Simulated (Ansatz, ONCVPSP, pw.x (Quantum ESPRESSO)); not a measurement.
## From atom to crystal: ONCV potential for silicon (Si)

| Item | Value |
| --- | --- |
| Element | silicon (Si) |
| Generator | ONCVPSP 4.0.1.1 (patched build) |
| Type | optimised norm-conserving Vanderbilt (ONCV) |
| Functional | PBE |
| Relativity | scalar-relativistic |
| Frozen core | [Ne] |
| Valence charge | 4 |
| Reference configuration | 3s2 3p2 |
| Partial waves | 3s: rc 1.50 bohr, ncon 4, nbas 9, qcut 4.2 1/bohr, 1 projector; 3p: rc 2.30 bohr, ncon 4, nbas 9, qcut 3 1/bohr, 1 projector; d scattering state at 0.37 Ha: rc 2.50 bohr, ncon 3, nbas 6, qcut 3.7 1/bohr, 3 projectors, debl 1.3 Ha |
| Local potential | polynomial inside 1.50 bohr (lpopt 4, dvloc0 -2 Ha) |
| Core correction | polynomial model core, fcfact 0.4 |

Crystal test: diamond Si in pw.x 7.5, no spin, 8³ k-points, Fermi–Dirac smearing 0.01 Ry, cutoffs 50/200 Ry. The reference is all-electron LAPW (Ansatz 0.2.0) with the same functional, mesh and smearing; V0 and B0 come from Birch–Murnaghan fits to the pressures at five volumes. Errors are pseudo minus all-electron; Δ is the rms difference of the E(V) curves that follow from these fits, minima aligned, over ±6 % about the mean V0. Mesh and smearing are coarse, so the numbers serve the comparison and aren't converged zero-temperature values; the lattice is a test structure that the element need not adopt.

```csv
V (Å³/atom),P all-electron (GPa),P pseudo (GPa)
19.440,5.01,3.80
19.951,2.31,1.23
20.463,-0.05,-1.04
20.975,-2.12,-3.02
21.486,-3.93,-4.75
```

All-electron: a0 = 5.469 Å (V0 = 20.45 Å³/atom), B0 = 88.5 GPa.

Pseudopotential: mean pressure error (GPa): -1.00; a0 (Å): 5.449; a0 error (%): -0.38; B0 error (%): +0.5; Δ (meV/atom): 4.5. The largest radius (2.50 bohr) exceeds half the bond length (2.24 bohr), so the spheres overlap, which is one possible source of error among others.

Task: At the middle volume, how do free energy and pressure move when the wave cutoff is lowered (ecutrho kept at four times it)?

Result:

| cutoff (Ry) | shift of F (meV/atom) | shift of P (GPa) |
| --- | --- | --- |
| 22 | +6.8 | +0.10 |
| 30 | +4.7 | +0.03 |
| 40 | -0.0 | +0.07 |

The run at the middle volume (29 k-points, 7 iterations) took about 14 s on one core of a shared host (Neoverse-N1, 64 threads, 124 GiB, load 50).
